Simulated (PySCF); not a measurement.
# `C/C=C/C`: 4 charge schemes on one density

Species: C4H8.
Z-matrix (Å and degrees, PBE0-D3(BJ)/def2-TZVP geometry), rows numbered from 1:
```
C 
C   1  1.4901
C   2  1.3272  1  125.13
C   3  1.4900  2  125.13  1   180.00
H   1  1.0948  2  111.23  3   120.67
H   1  1.0918  2  111.36  3    -0.00
H   1  1.0948  2  111.24  3  -120.67
H   2  1.0897  1  116.45  3  -179.97
H   3  1.0897  2  118.41  1     0.02
H   4  1.0948  3  111.23  2  -120.73
H   4  1.0919  3  111.36  2    -0.06
H   4  1.0948  3  111.24  2   120.61
```

Density: PBE0/pcSseg-2 (PySCF); schemes: Mulliken, IAO, Hirshfeld and ESP-fitted. Geometry: PBE0-D3(BJ)/def2-TZVP; no solvent, vibrations or thermal averaging.

Task: For which atoms does the sign change between the 4 schemes (beyond +0.03 e in one, beyond −0.03 e in another)?

Result: For none.

Task: Do the Mulliken, IAO, Hirshfeld and ESP-fitted schemes agree on where the charge is highest?

Result: All schemes pick atoms of one kind: Mulliken H5, H7, H10 and H12 (+0.033); IAO H5, H7, H10 and H12 (+0.151); Hirshfeld H5, H6, H7, H10 and 2 more (+0.046); ESP-fitted H10 and H12 (+0.155).

Task: Which atoms carry the lowest charge in the Mulliken, IAO, Hirshfeld and ESP-fitted schemes?

Result: The schemes don't all agree: Mulliken C2 and C3 (-0.103); IAO C1 and C4 (-0.433); Hirshfeld C1 and C4 (-0.126); ESP-fitted C4 (-0.509).

Task: Give the atomic charges in each scheme.

Result: In e:

| atom | environment | Mulliken | IAO | Hirshfeld | ESP-fitted |
| --- | --- | --- | --- | --- | --- |
| C1 | allylic carbon | +0.003 | -0.433 | -0.126 | -0.482 |
| C2 | alkene CH carbon | -0.103 | -0.151 | -0.054 | -0.082 |
| C3 | alkene CH carbon | -0.103 | -0.151 | -0.054 | -0.072 |
| C4 | allylic carbon | +0.003 | -0.433 | -0.126 | -0.509 |
| H5 | methyl hydrogen | +0.033 | +0.151 | +0.046 | +0.147 |
| H6 | methyl hydrogen | +0.017 | +0.146 | +0.046 | +0.133 |
| H7 | methyl hydrogen | +0.033 | +0.151 | +0.046 | +0.148 |
| H8 | vinylic hydrogen | +0.017 | +0.135 | +0.042 | +0.136 |
| H9 | vinylic hydrogen | +0.017 | +0.135 | +0.042 | +0.133 |
| H10 | methyl hydrogen | +0.033 | +0.151 | +0.046 | +0.155 |
| H11 | methyl hydrogen | +0.017 | +0.146 | +0.046 | +0.139 |
| H12 | methyl hydrogen | +0.033 | +0.151 | +0.046 | +0.155 |

Mean size of the charges over all atoms: IAO 0.195 e, ESP-fitted 0.191 e, Hirshfeld 0.060 e, Mulliken 0.034 e. Each set sums to the total charge, 0, to within 0.001 e. The Mulliken scheme gives each basis function's population to the atom it is centred on and halves the overlap population of two atoms between them. The ESP scheme fits charges at the nuclei, held to the total charge, to the electrostatic potential on points at 1.4 to 2.0 times the van der Waals radii.

Task: How many electrons does the IAO scheme count on C2?

Result: Z − q = 6 − (-0.151) = 6.151.

Task: Sum the charges by element.

Result: 
```tsv
element	atoms	Mulliken	IAO	Hirshfeld	ESP-fitted
C	4	-0.201	-1.168	-0.360	-1.145
H	8	+0.201	+1.167	+0.360	+1.145
```

These values come from a run that also computed NMR shieldings. The run took 11 s wall, 29 s CPU (grids of density and orbitals included) on AMD EPYC 9R45, 2 threads, on a shared host, and the process peaked at 1.5 GiB of memory.
